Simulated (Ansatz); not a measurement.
fcc Sr, treated with PBEsol (Ansatz, a first-principles code, plane waves, PAW).

A relaxed, unreconstructed slab of the (221) face has 18 atoms, two equal faces of 52.802 Å² each and an energy of -62856.9756 eV. A bulk cell of 18 atoms with the same orientation and in-plane k mesh has -62859.8449 eV. Energies are extrapolated to zero smearing.

Run with plane-wave cutoff 500 eV, 6×14×1 k mesh (along the axes of the cell as run), Fermi–Dirac smearing 0.1 eV, scalar-relativistic PAW data made under PBE.

Worked out: γ = (E_slab − N E_bulk per atom)/2A = [-62856.9756 − 18 × (-62859.8449/18)]/(2 × 52.802) = 0.0272 eV/Å². With 16.022 J/m² per eV/Å² this is 0.44 J/m², or 1.43 eV per surface cell and face.

Note: the run warned of electron density left in the vacuum.
